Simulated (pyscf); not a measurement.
## Four-centre exchange: `[OH][BH][OH]` + `[NH3]` -> `[OH2]` + `[NH2][BH][OH]`

Gas phase, singlet surface, charge 0. Bonds broken: O1–B2, N7–H8. Bonds formed: O1–H8, B2–N7. Structures and frequencies: ωB97X-D3(BJ)/def2-SVP in PySCF. Correlated levels are frozen-core, on RHF or UHF. ΔMP2 is the change of the MP2 total energy from the triple- to the quadruple-zeta basis.

Transition state (Å):

```xyz
10

O     -1.8417    -1.5374    -0.9536
B     -1.3716    -0.4508     0.1869
O     -1.9974     0.7989    -0.0015
H     -2.5087    -1.1530    -1.5377
H     -1.5278    -0.9375     1.2866
H     -1.6918     1.2728    -0.7809
N      0.1056    -0.5643    -0.3968
H     -0.7052    -1.2689    -1.1804
H      0.5473     0.3076    -0.6832
H      0.7602    -1.0906     0.1783
```

One imaginary mode, 1287i cm⁻¹; descent along it reached the two sides named, in the forms told below.

| bond | change | reactant side (Å) | saddle | product side |
|---|---|---|---|---|
| O1–B2 | breaks | 1.433 | 1.644 | 2.9 |
| N7–H8 | breaks | 1.022 | 1.330 | 2.520 |
| O1–H8 | forms | 2.6 | 1.190 | 0.965 |
| B2–N7 | forms | 1.733 | 1.592 | 1.415 |

Electronic energies relative to the separated reactants (kcal/mol):

```tsv
level	barrier	reaction energy	reverse barrier
ωB97X-D3(BJ)/def2-TZVP	26.0	+5.8	20.2
PBE/def2-TZVP	22.1	+5.7	16.4
r²SCAN/def2-TZVP	23.7	+6.3	17.5
B3LYP-D3(BJ)/def2-TZVP	27.2	+5.9	21.3
PBE0-D3(BJ)/def2-TZVP	22.8	+5.4	17.4
M06-2X/def2-TZVP	24.5	+6.1	18.4
ωB97M-D3(BJ)/def2-TZVP	26.0	+5.9	20.1
HF/def2-TZVP	44.3	+7.2	37.0
MP2/def2-QZVPP	25.6	+4.8	20.8
CCSD/def2-TZVPP	29.4	+5.7	23.7
CCSD(T)/def2-TZVPP	26.8	+5.7	21.1
CCSD(T)/def2-TZVPP + ΔMP2(QZVPP)	27.4	+5.2	22.2
```

With CCSD(T)/def2-TZVPP + ΔMP2(QZVPP) energies and thermal terms (ideal gas, 1 atm, RRHO with modes under 100 cm⁻¹ raised to 100, one conformer, R ln 2 for chiral ones without a mode under 150 cm⁻¹), in kcal/mol:

```csv
T (K),ΔH‡,ΔG‡,ΔH,ΔG
298,25.8,36.5,+4.7,+4.6
600,26.1,47.3,+5.1,+4.3
900,26.8,57.8,+5.3,+3.8
1200,27.7,67.9,+5.4,+3.2
```

On the reactant side the descent ends in an adduct with a B–N contact, 3.6 kcal/mol under the separated species and 29.6 kcal/mol under the saddle at ωB97X-D3(BJ)/def2-TZVP. What is counted as formed (B–N) is already present as a longer contact in the reactant adduct; forming that adduct is a step of its own. The products may also form a dative adduct at H₂N–BH–OH; it and routes through it were not searched. This is the saddle that the search found; another between the same sides may lie lower. The CCSD(T) − MP2 part came from Ansatz, without density fitting, on the same reference.
